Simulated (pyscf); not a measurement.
H₂N–ZnH (SMILES [NH2][ZnH]) + H₂ (SMILES [H][H]) → ZnH₂ (SMILES [ZnH2]) + NH₃ (SMILES N), a four-centre exchange (singlet surface; N–Zn, H–H broken, H–Zn, H–N formed). PySCF, gas phase, ωB97X-D3(BJ)/def2-SVP geometries. Energies in eV from the separated reactants.

Small-basis levels: PySCF, no dispersion term, spherical d functions. 

Task: Quick B3LYP/LANL2DZ single points give ΔE‡ = 0.88 eV and ΔE = +0.38 eV. What does ωB97M-D3(BJ)/def2-TZVP give, and how far is the quick result from it?

Result: ωB97M-D3(BJ)/def2-TZVP gives ΔE‡ = 1.07 eV and ΔE = -0.05 eV. B3LYP/LANL2DZ lies 0.19 eV under it in the barrier and 0.44 eV over it in the reaction energy, so on this step it does not hold to within 0.13 eV. ωB97M-D3(BJ)/def2-TZVP has limits of its own. On the product side the descent ends in an adduct with a N–Zn contact, 0.57 eV under the separated species and 1.63 eV under the saddle at ωB97X-D3(BJ)/def2-TZVP. What is counted as broken (N–Zn) persists as a longer contact in the product adduct; parting that adduct is a step of its own. At the saddle there is also a short H–Zn contact that neither side keeps. One saddle was located; it need not be the lowest between these sides. In the def2 sets elements up to Kr have no core potential.
